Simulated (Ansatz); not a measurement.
Run this with Ansatz 0.2.0, Python API and show what comes out.

The script, `fh.py`:
```python
import ansatz
import numpy as np

geometry_ang = [
    ("H", [0.0, 0.0, 0.0]),
    ("F", [0.0, 0.0, 0.935]),
]
system = ansatz.Crystal.molecule()
for symbol, xyz in geometry_ang:
    system = system.atom(symbol, xyz)

base = (
    system.calculation()
    .basis(gaussian="6-31G*")
    .functional("B3LYP")
)
symbols = [site.symbol for site in system.cartesian_sites]
start = np.array([site.position_ang for site in system.cartesian_sites], dtype=float)
rep = base.relax(force_tolerance=0.01).run(threads=1).report
end = np.array(rep["positions_ang"])

minimum = ansatz.Crystal.molecule()
for symbol, place in zip(symbols, end):
    minimum = minimum.atom(symbol, place.tolist())
ion = (
    minimum.calculation()
    .basis(gaussian="6-31G*")
    .functional("B3LYP")
    .charge(1)
    .spin("collinear", total=1)
)
vertical = ion.run(threads=1).report
settled = ion.relax(force_tolerance=0.01, max_steps=80).run(threads=1).report
print(f"vertical ionisation energy   {vertical['free_energy_ev'] - rep['free_energy_ev']:.3f} eV")
print(f"adiabatic, no zero point     {settled['free_energy_ev'] - rep['free_energy_ev']:.3f} eV")
print(f"relaxation energy of the ion {vertical['free_energy_ev'] - settled['free_energy_ev']:.3f} eV")
ionised = np.array(settled["positions_ang"])
print("final positions (A) and the move of each atom")
for symbol, xyz, old in zip(symbols, ionised, end):
    print(f"{symbol:2s} {xyz[0]:10.5f} {xyz[1]:10.5f} {xyz[2]:10.5f}   {np.linalg.norm(xyz - old):7.4f}")
```

```console
$ python fh.py
vertical ionisation energy   15.696 eV
adiabatic, no zero point     15.507 eV
relaxation energy of the ion 0.189 eV
final positions (A) and the move of each atom
H    -0.00000    0.00000   -0.04922    0.0498
F     0.00000   -0.00000    0.98422    0.0498
```

Caveats:
- The settings weren't tested for convergence.
- The energies are electronic: no zero-point or thermal terms, and the basis set is short of its limit. The product may relax into another structure. The relaxation finds the nearest minimum, so the adiabatic value is an upper bound.
- b3lyp holds the VWN-RPA fit, as in Gaussian; the form of ORCA and Turbomole is b3lyp5.
- It ran for 2.6 s on 1 thread of Arm Neoverse V1, with other jobs on the host, peak memory 0.16 GiB.
